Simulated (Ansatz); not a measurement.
Process, species as SMILES: [PH2] (PH2) → PH2+ (singlet, bonded as [PH2]) + e-
B3LYP-D3(BJ)/def2-TZVP geometries, fixed; electronic energies without zero-point terms.
Largest species:
```
P
H 1 1.4234
H 1 1.4234 2 91.73
```
Charge 0, spin multiplicity 2.

Basis-set convergence of the adiabatic ionisation energy at PBE0 with Ansatz (a first-principles code). Cartesian d functions, on some or all atoms, in 6-311G**, 6-311+G**; all else is spherical. Open shells are unrestricted. No added dispersion term, no relativity. Functions are those of the species that has most. Reference: the value in aug-cc-pV(5+d)Z, 10.005 eV, itself unsure by roughly 0.003 eV (its mean distance from pcseg-4, aug-pcseg-3, aug-cc-pV(Q+d)Z). Deviations are taken from unrounded values.

| basis | functions | adiabatic ionisation energy (eV) | minus reference (eV) |
|---|---|---|---|
| 6-311G** | 39 | 9.995 | -0.010 |
| 6-311+G** | 43 | 9.999 | -0.006 |
| aug-pcseg-1 | 45 | 10.026 | 0.021 |
| def2-TZVP | 49 | 9.997 | -0.007 |
| cc-pV(T+d)Z | 67 | 10.003 | -0.002 |
| aug-pcseg-2 | 96 | 10.007 | 0.002 |
| cc-pV(Q+d)Z | 124 | 10.004 | -0.001 |
| pcseg-3 | 130 | 10.000 | -0.005 |
| aug-cc-pV(Q+d)Z | 181 | 10.007 | 0.002 |

The smallest set listed that lies within 0.05 eV of the reference with all its larger relatives (same family, alike in diffuse functions; a set with none counts only in the reference's own line) is 6-311+G** (43 functions, -0.006 eV off). Inside, with no larger relative to test it: 6-311G**. (Relatives not listed, tested too: 6-311++G(2d,2p) -0.011, def2-TZVPP -0.007, 6-311++G(3df,3pd) -0.001, def2-QZVP -0.002, def2-QZVPP -0.002, aug-pcseg-3 -0.003, cc-pV(5+d)Z -0.002, pcseg-4 -0.004, aug-cc-pV(5+d)Z 0.000 eV.)
